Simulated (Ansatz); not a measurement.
Process, species as SMILES: C#CC → C1=CC1
B3LYP-D3(BJ)/def2-TZVP geometries, fixed; electronic energies without zero-point terms.
Largest species:
```xyz
7

C     -0.0011    -0.0004     0.2181
C     -0.0068    -0.0029     1.4176
C      0.0060     0.0025    -1.2360
H     -0.0119    -0.0051     2.4795
H      0.0152     1.0232    -1.6237
H      0.8874    -0.5130    -1.6226
H     -0.8790    -0.5002    -1.6311
```
Charge 0, spin multiplicity 1.

Effect of a fitting basis named in the input at PBE/aug-cc-pVTZ with Ansatz (an electronic-structure program), against the last row, where the isomerisation energy is 19.42 kcal/mol. The default fits or decomposes integrals by the program's own choice; accuracy: high also tightens integrals, grids and stops. Cost is core time over that of fitting: def2-universal-JKFIT, rough, on shared machines of one kind.

| setting | largest shift of a total energy (mEh) | shift of the isomerisation energy (kcal/mol) | cost |
|---|---|---|---|
| fitting: def2-SV(P)-JKFIT | -0.072 | -0.005 | 0.9× |
| fitting: def2-universal-JKFIT | -0.072 | -0.005 | 1× |
| fitting: cc-pVTZ-JKFIT | -0.028 | -0.006 | 0.9× |
| fitting: cc-pVQZ-JKFIT | -0.007 | -0.001 | 1× |
| fitting: cc-pV5Z-JKFIT | -0.004 | 0.000 | 1× |
| fitting: def2-universal-JFIT | -0.120 | 0.008 | 0.9× |
| accuracy: high | 0.001 | 0.000 | 7× |
| accuracy: medium (default) | 0.000 | 0.000 | 1× |

Within 0.02 kcal/mol in the isomerisation energy: fitting: def2-SV(P)-JKFIT; fitting: def2-universal-JKFIT; fitting: cc-pVTZ-JKFIT; fitting: cc-pVQZ-JKFIT; fitting: cc-pV5Z-JKFIT; fitting: def2-universal-JFIT; accuracy: high. The largest shift is 0.120 mEh in a total energy and 0.008 kcal/mol in the difference.
